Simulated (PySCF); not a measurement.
Breaking a bond: SMILES S (H2S), singlet. The S1–H3 bond (S1 also carries H; H3 carries nothing else) is stretched with both fragments frozen at the PBE0/def2-TZVP optimised geometry.

Computed with: UHF/6-31G (PySCF); RHF/6-31G (PySCF); UKS-PBE = unrestricted PBE/6-31G (PySCF); RKS-PBE = restricted PBE/6-31G (PySCF 2.14.0); UKS-BHandHLYP = unrestricted BHandHLYP/6-31G (PySCF); RKS-BHandHLYP = restricted BHandHLYP/6-31G in PySCF; UKS-r2SCAN = unrestricted r2SCAN/6-31G run with PySCF; RKS-r2SCAN = restricted r2SCAN/6-31G in PySCF; UKS-B3LYP/6-31G* = unrestricted B3LYP/6-31G*, spherical d run with PySCF; RKS-B3LYP/6-31G* = restricted B3LYP/6-31G*, spherical d (PySCF); UKS-LDA (SVWN5)/6-31G* = unrestricted LDA (SVWN5)/6-31G*, spherical d (PySCF 2.14.0); RKS-LDA (SVWN5)/6-31G* = restricted LDA (SVWN5)/6-31G*, spherical d (PySCF); UKS-BP86/6-31G* = unrestricted BP86/6-31G*, spherical d (PySCF 2.14.0); RKS-BP86/6-31G* = restricted BP86/6-31G*, spherical d run with PySCF.

Scanned distances (Å): 1.01, 1.08, 1.15, 1.20, 1.26, 1.29, 1.34, 1.37, 1.41, 1.47, 1.54, 1.65, 1.82, 2.00, 2.20, 2.44, 2.65, 2.92, 3.30, 3.61, 4.03, 4.64.

**Question.** Where does the unrestricted solution first break spin symmetry (<S²> of 0.01 or more)?

**Answer.** UHF: between 1.65 and 1.82 Å; UKS-PBE: between 2.20 and 2.44 Å; UKS-BHandHLYP: between 1.82 and 2.00 Å; UKS-r2SCAN: between 2.00 and 2.20 Å; UKS-B3LYP/6-31G*: between 2.00 and 2.20 Å; UKS-LDA (SVWN5)/6-31G*: between 2.44 and 2.65 Å; UKS-BP86/6-31G*: between 2.20 and 2.44 Å.

```csv
R / Å,<S²> UHF,E(RHF) − E(UHF) / kcal/mol,<S²> UKS-PBE,E(RKS-PBE) − E(UKS-PBE) / kcal/mol,<S²> UKS-BHandHLYP,E(RKS-BHandHLYP) − E(UKS-BHandHLYP) / kcal/mol,<S²> UKS-r2SCAN,E(RKS-r2SCAN) − E(UKS-r2SCAN) / kcal/mol,<S²> UKS-B3LYP/6-31G*,E(RKS-B3LYP/6-31G*) − E(UKS-B3LYP/6-31G*) / kcal/mol,<S²> UKS-LDA (SVWN5)/6-31G*,E(RKS-LDA (SVWN5)/6-31G*) − E(UKS-LDA (SVWN5)/6-31G*) / kcal/mol,<S²> UKS-BP86/6-31G*,E(RKS-BP86/6-31G*) − E(UKS-BP86/6-31G*) / kcal/mol
1.01,0.00,0.0,0.00,0.0,0.00,0.0,0.00,0.0,0.00,0.0,0.00,0.0,0.00,0.0
1.08,0.00,0.0,0.00,0.0,0.00,0.0,0.00,0.0,0.00,0.0,0.00,0.0,0.00,0.0
1.15,0.00,0.0,0.00,0.0,0.00,0.0,0.00,0.0,0.00,0.0,0.00,0.0,0.00,0.0
1.20,0.00,0.0,0.00,0.0,0.00,0.0,0.00,0.0,0.00,0.0,0.00,0.0,0.00,0.0
1.26,0.00,0.0,0.00,0.0,0.00,0.0,0.00,0.0,0.00,0.0,0.00,0.0,0.00,0.0
1.29,0.00,0.0,0.00,0.0,0.00,0.0,0.00,0.0,0.00,0.0,0.00,0.0,0.00,0.0
1.34,0.00,0.0,0.00,0.0,0.00,0.0,0.00,0.0,0.00,0.0,0.00,0.0,0.00,0.0
1.37,0.00,0.0,0.00,0.0,0.00,0.0,0.00,0.0,0.00,0.0,0.00,0.0,0.00,0.0
1.41,0.00,0.0,0.00,0.0,0.00,0.0,0.00,0.0,0.00,0.0,0.00,0.0,0.00,0.0
1.47,0.00,0.0,0.00,0.0,0.00,0.0,0.00,0.0,0.00,0.0,0.00,0.0,0.00,0.0
1.54,0.00,0.0,0.00,0.0,0.00,0.0,0.00,0.0,0.00,0.0,0.00,0.0,0.00,0.0
1.65,0.00,0.0,0.00,0.0,0.00,0.0,0.00,0.0,0.00,0.0,0.00,0.0,0.00,0.0
1.82,0.14,0.4,0.00,0.0,0.00,0.0,0.00,0.0,0.00,0.0,0.00,0.0,0.00,0.0
2.00,0.50,7.3,0.00,0.0,0.05,0.1,0.00,0.0,0.00,0.0,0.00,0.0,0.00,0.0
2.20,0.72,20.1,0.00,0.0,0.40,3.7,0.21,0.5,0.12,0.2,0.00,0.0,0.00,0.0
2.44,0.86,37.4,0.33,0.9,0.69,12.9,0.54,5.7,0.51,4.6,0.00,0.0,0.22,0.4
2.65,0.93,52.0,0.65,5.3,0.83,22.4,0.70,11.7,0.72,10.8,0.40,1.6,0.57,3.8
2.92,0.97,68.9,0.83,12.3,0.92,34.2,0.85,19.5,0.87,19.4,0.69,6.4,0.80,9.9
3.30,0.99,88.3,0.94,—,0.98,48.1,0.95,—,0.96,29.9,0.87,—,0.92,—
3.61,1.00,100.7,0.97,—,0.99,56.8,0.98,—,0.98,36.4,0.94,—,0.97,—
4.03,1.00,113.3,0.99,—,1.00,65.4,0.99,—,1.00,42.6,0.98,—,0.99,—
4.64,1.00,125.3,1.00,—,1.00,73.1,1.00,—,1.00,47.8,1.00,—,0.72,—
```

A dash means that the run gave no value there, or that the column was ended at a point which the program doubted or which failed a test of continuity chosen for this set; such a test can also cut sound points.
